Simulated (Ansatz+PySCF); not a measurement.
Values are calculated unless marked as measured or tabulated.
## PySCF 2.14.0 run

```python
from pyscf import gto, scf, cc

mol = gto.M(atom="""
Li 0.000000 0.000000 2.010000
C 0.000000 0.000000 0.000000
Li 0.000000 0.000000 -2.010000
""", basis='sto-3g', charge=0, spin=0)
mf = scf.RHF(mol)
mf.kernel()
mycc = cc.CCSD(mf, frozen=3).run()
et = mycc.ccsd_t()
print(mf.e_tot, mycc.e_corr, et, mycc.e_tot + et)
```

The script is written out from the run's settings.

Results

- Converged: yes
- Reference energy: -51.85455 hartree
- CCSD correlation energy: -0.10134 hartree
- Triples correction: -0.00416 hartree
- Total energy: -51.96005 hartree
- Spin squared of the determinant: 0.000

Caution: large amplitudes, a single reference is doubtful; an unrestricted determinant lies well below.
